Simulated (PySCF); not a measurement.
Start geometry of acetylene (`C#C`) from GFN2-xTB (Å):
```
atom  x, y, z in Å
C1     0.5396   -0.0056    0.5771
C2    -0.5345    0.0079    0.0562
H3     1.4840   -0.0173    1.0353
H4    -1.4789    0.0198   -0.4019
```

Problem. What comes out of this run: PBE/def2-TZVP geometry optimisation, gas phase in PySCF 2.14.0?

Solution. 
```
atom  x, y, z in Å
C1     0.5462   -0.0056    0.5786
C2    -0.5419    0.0083    0.0549
H3     1.5107   -0.0177    1.0441
H4    -1.5064    0.0205   -0.4106
```

The energy falls by 2.7 kJ/mol over 3 energy and gradient evaluations, the largest force component goes from 0.0150 to 5.3e-05 Eh/bohr, and the atoms move by 0.021 Å rms after alignment. Among the bonds, C1–H3 and C2–H4 change most and about equally (+0.021 Å). Bonds longer at the end by more than 0.005 Å: 3 of 3; shorter: 0. The orientation of the end geometry is arbitrary; only internal coordinates are fixed.

The run used 74 basis functions and 18 SCF cycles in all.

Stationary, but not proved a minimum.
